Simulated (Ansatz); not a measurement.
## Ansatz (development build ahead of 0.2.0) run

```yaml
crystal:
  periodic: [false, false, false]
  atoms:
    - { symbol: Si, position_ang: [0.0, 0.0, 0.0] }
    - { symbol: C, position_ang: [0.0, 0.0, 4.988] }
basis:
  gaussian: { orbitals: STO-3G }
hamiltonian:
  xc: hf
correlation:
  method: fci
  frozen_orbitals: { C: 1, Si: 5 }
```

The input is written out in the form of the current development build from the run's settings.

The run gave:

```
Converged          : yes
Reference energy   : -322.47388 hartree
Correlation energy : -0.22428 hartree
Total energy       : -322.69817 hartree
State              : lowest singlet root, of any spatial symmetry
```

Caution: another spin multiplicity may lie lower.
